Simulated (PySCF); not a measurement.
Compound: C3H6P2.
Geometry (GFN2-xTB, Å), atoms numbered from 1 in this order:
```xyz
11
C3H6P2 angstrom
C     -2.1510    0.4498   -0.0623
C     -0.8367    0.2174   -0.0491
C     -0.2445   -0.9809   -0.5530
P      1.3942   -1.3675   -0.6865
P      2.3564    0.4015    0.1303
H     -2.8443   -0.2639   -0.4768
H     -2.5716    1.3586    0.3317
H     -0.1585    0.9589    0.3628
H     -0.9342   -1.7354   -0.9150
H      3.6283   -0.1195   -0.0955
H      2.3673    1.0836   -1.0880
```

The closed-shell SCF was solved with PySCF and density fitting under several settings on one GFN2-xTB geometry (grid level 2 and gas phase unless stated).

```
                      settings  basis functions  SCF cycles     E (Eh)  HOMO (eV)  LUMO (eV)  dipole (D)
                 PBE0/pcSseg-1              129          13  -800.1323      -6.63      -2.28        1.27
               B3LYP/def2-SVPD              156          14  -800.3339      -6.38      -2.40        1.08
PBE/pcSseg-1, start guess vsap              129          16  -800.0703      -5.71      -3.03        1.21
                PBE0/def2-SVPD              156          14  -799.8904      -6.59      -2.26        1.12
```

Estimate the rows for these settings: (1) BP86/pcSseg-1, grid level 1; (2) B3LYP/pcSseg-1.

```tsv
settings	basis functions	SCF cycles	E (Eh)	HOMO (eV)	LUMO (eV)	dipole (D)
BP86/pcSseg-1, grid level 1	129	11	-800.6198	-5.81	-3.13	1.23
B3LYP/pcSseg-1	129	14	-800.5857	-6.41	-2.40	1.20
```

Over all rows, what range does the HOMO–LUMO gap span?

From 2.68 eV to 4.35 eV.

And the dipole moment?

From 1.08 D (B3LYP/def2-SVPD) to 1.27 D (PBE0/pcSseg-1); the largest is 1.18 times the smallest, and the median is 1.21 D.

Compare two rows with the functional B3LYP: B3LYP/pcSseg-1 and B3LYP/def2-SVPD. Which energy is lower, and by how much?

B3LYP/pcSseg-1 (129 functions) lies 0.2518 Eh or 158 kcal/mol below B3LYP/def2-SVPD (156 functions). The smaller set gives the lower energy; the two sets aren't nested, so the variational bound doesn't order them by size.

Cycle counts include a coarse-grid stage where the run had one.

One conformer stands for the species.
